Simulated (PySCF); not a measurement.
Gas-phase reaction: SiH2 + SiH2Cl2 ⇌ 2 SiH2Cl

Computed with PySCF and rigid-rotor harmonic-oscillator thermochemistry at 1 bar. † marks an energy on the PBE0/def2-TZVP geometry and frequencies. MP2 freezes the core. Open shells (unrestricted): SiH2Cl (multiplicity 2); the rest are closed-shell singlets. B3LYP is the form with VWN-RPA correlation. SiH2Cl: computed as isolated molecules; such fragments, hydroxides, amides, oligomers or adducts are transient or little studied in the gas. MP2 isn't extrapolated to the basis-set limit.

MP2/def2-TZVPP† gives ΔH°(298 K) = 90 kJ.

Question: What do ωB97X-V/def2-TZVP†, r2SCAN/def2-TZVP†, B3LYP/def2-TZVP† give?

Answer: ωB97X-V/def2-TZVP†: 96 kJ; r2SCAN/def2-TZVP†: 52 kJ; B3LYP/def2-TZVP†: 84 kJ. For scale, ΔH°(298 K) is 90 kJ at this level, 113 kJ at ωB97M-V/def2-TZVP†, and runs from 34 to 126 kJ over the 20 levels computed.
